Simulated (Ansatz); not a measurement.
Input file:

```yaml
crystal:
  periodic: [false, false, false]
  atoms:
    - {symbol: W, position_ang: [0.000018, 0.000018, -0.007849]}
    - {symbol: H, position_ang: [1.638941, 0.014192, 0.481052]}
    - {symbol: H, position_ang: [-0.834382, 1.411605, 0.478453]}
    - {symbol: H, position_ang: [-0.807904, -1.429056, 0.472050]}
basis:
  gaussian: {orbitals: def2-SVP, fitting: {mean_field: def2-universal-jkfit}, point_charges: [{charge: 0.50, position_ang: [4.174, 0.956, 0.207]}]}
magnetization: {spin_polarized: true, initial_magnetization: 1}
correlation: {method: ccsd, electrons: valence, diis_vectors: 1}
```

```sh
$ ansatz run in.yaml --threads 1 --pin off --events-out ev --progress --plain --max-ram 2393MiB
```

The program prints:

```
281 factors; integrals over basis functions are off by at most 3.1e-1 eV
mean field evaluation 1: about -1848.2071 eV, gradient 1.1e1 eV
mean field evaluation 2: about -1849.0776 eV, gradient 5.3e0 eV
mean field evaluation 4: about -1849.2977 eV, gradient 6.7e-1 eV
mean field evaluation 8: about -1849.3218 eV, gradient 4.2e-1 eV
mean field evaluation 16: about -1850.5155 eV, gradient 2.1e-6 eV
mean field evaluation 32: about -1849.3906 eV, gradient 5.5e-1 eV
mean field evaluation 64: about -1850.5106 eV, gradient 1.6e-1 eV
mean field evaluation 96: about -1850.5012 eV, gradient 1.6e-1 eV
mean field evaluation 128: about -1850.2101 eV, gradient 3.4e0 eV
mean field evaluation 160: about -1850.3782 eV, gradient 4.0e-1 eV
mean field evaluation 192: about -1848.4962 eV, gradient 5.4e-1 eV
mean field evaluation 224: about -1850.5148 eV, gradient 2.8e-2 eV
mean field evaluation 256: about -1850.5156 eV, gradient 6.7e-4 eV
mean field evaluation 288: about -1849.3180 eV, gradient 3.5e-1 eV
mean field evaluation 320: about -1848.8545 eV, gradient 1.3e0 eV
mean field evaluation 352: about -1848.8462 eV, gradient 1.6e0 eV
mean field evaluation 384: about -1848.6945 eV, gradient 1.7e0 eV
mean field evaluation 416: about -1849.2958 eV, gradient 2.5e-1 eV
mean field evaluation 448: about -1849.3875 eV, gradient 4.3e-4 eV
mean field -1850.51963143 eV, -68.0053421277 hartree, gradient 1.1e-6 eV, S^2 1.762581; 27 other end points of the search recorded, 0 dependent functions left out
determinant -1850.51963143 eV, -68.0053421277 hartree, with singles and doubles -1858.45747248 eV, -68.2970524060 hartree
determinant -1850.51564781 eV, -68.0051957324 hartree, with singles and doubles -1858.45564458 eV, -68.2969852319 hartree
determinant -1850.51554814 eV, -68.0051920697 hartree, with singles and doubles -1858.45618410 eV, -68.2970050587 hartree
determinant -1850.50152682 eV, -68.0046767957 hartree, with singles and doubles -1858.40897271 eV, -68.2952700723 hartree
determinant -1850.48567782 eV, -68.0040943555 hartree, with singles and doubles -1858.41261272 eV, -68.2954038402 hartree
determinant -1850.34515035 eV, -67.9989300665 hartree, with singles and doubles -1858.36921270 eV, -68.2938089188 hartree
determinant -1850.34340684 eV, -67.9988659934 hartree, with singles and doubles -1858.36797038 eV, -68.2937632644 hartree
determinant -1850.34011466 eV, -67.9987450080 hartree, with singles and doubles -1858.36535325 eV, -68.2936670866 hartree
determinant -1849.38747519 eV, -67.9637361533 hartree, with singles and doubles -1857.44882718 eV, -68.2599853747 hartree
determinant -1849.28003237 eV, -67.9597877027 hartree, with singles and doubles -1857.43680949 eV, -68.2595437327 hartree
determinant -1848.86140595 eV, -67.9444034656 hartree, with singles and doubles -1856.66321797 eV, -68.2311147689 hartree
determinant -1848.74101532 eV, -67.9399791915 hartree, with singles and doubles -1856.58826777 eV, -68.2283603999 hartree
determinant -1848.60230686 eV, -67.9348817494 hartree, with singles and doubles -1856.50474729 eV, -68.2252910788 hartree
determinant -1850.51963143 eV, -68.0053421277 hartree, with singles and doubles -1858.52290026 eV, -68.2994568323 hartree
determinant -1850.51564781 eV, -68.0051957324 hartree, with singles and doubles -1858.52102539 eV, -68.2993879322 hartree
determinant -1850.51554814 eV, -68.0051920697 hartree, with singles and doubles -1858.52147935 eV, -68.2994046151 hartree
determinant -1850.50152682 eV, -68.0046767957 hartree, with singles and doubles -1858.48820618 eV, -68.2981818487 hartree
determinant -1850.48567782 eV, -68.0040943555 hartree, with singles and doubles -1858.48954856 eV, -68.2982311803 hartree
determinant -1850.34515035 eV, -67.9989300665 hartree, with singles and doubles -1858.44566991 eV, -68.2966186694 hartree
determinant -1850.34340684 eV, -67.9988659934 hartree, with singles and doubles -1858.44472178 eV, -68.2965838262 hartree
determinant -1850.34011466 eV, -67.9987450080 hartree, with singles and doubles -1858.44266719 eV, -68.2965083215 hartree
reference -1850.51963143 eV, -68.0053421277 hartree; 9, 8 occupied and 38, 39 virtual orbitals, 281 factors
second order -7.25351684 eV of doubles, -0.00000000 eV of singles
cycle   1  -8.00326793 eV  change    8.9e-7 eV  update   6.1e-6
WARN: the results are in doubt because among natural orbitals the method converges to other amplitudes
Total energy: -1858.52289936 eV, -68.2994567995 hartree
In doubt: among natural orbitals the method converges to other amplitudes
```

Ran on 1 thread of Intel Xeon, shared host: 70 s wall, 0.18 GiB peak host memory.
